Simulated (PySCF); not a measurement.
# Working out the ionisation energy of Li

Li [He] 2s1 (2S) → Li⁺ 1s2 (1S). Calculation: PySCF 2.14, in aug-cc-pCVQZ (9s8p6d4f2g, 109 functions); the non-relativistic Hamiltonian (point nucleus). Frozen: nothing. Energies in hartree (1 hartree = 27.21139 eV):

| part | Li (lower) | Li⁺ (upper) |
| --- | --- | --- |
| UHF | -7.432720 | -7.236385 |
| MP2 opposite-spin | -0.039007 | -0.038111 |
| MP2 same-spin | -0.000543 | 0.000000 |

**Question.** What does Hartree-Fock give?

**Answer.** (-7.236385) − (-7.432720) = 0.196335 hartree = 5.343 eV.

**Question.** What do MP2 and SCS-MP2 (6/5 opposite-spin, 1/3 same-spin) give?

**Answer.** The opposite-spin parts differ by 0.024 eV and the same-spin parts by 0.015 eV. MP2: 5.343 + (0.024) + (0.015) = 5.382 eV. SCS-MP2: 5.343 + 1.2 × (0.024) + (0.015)/3 = 5.377 eV.

Measured between the centres of the two terms (NIST): 5.392 eV, so MP2 (valence and next inner shell) is off by -0.010 eV.

What remains against the reference includes basis incompleteness and correlation beyond second order.
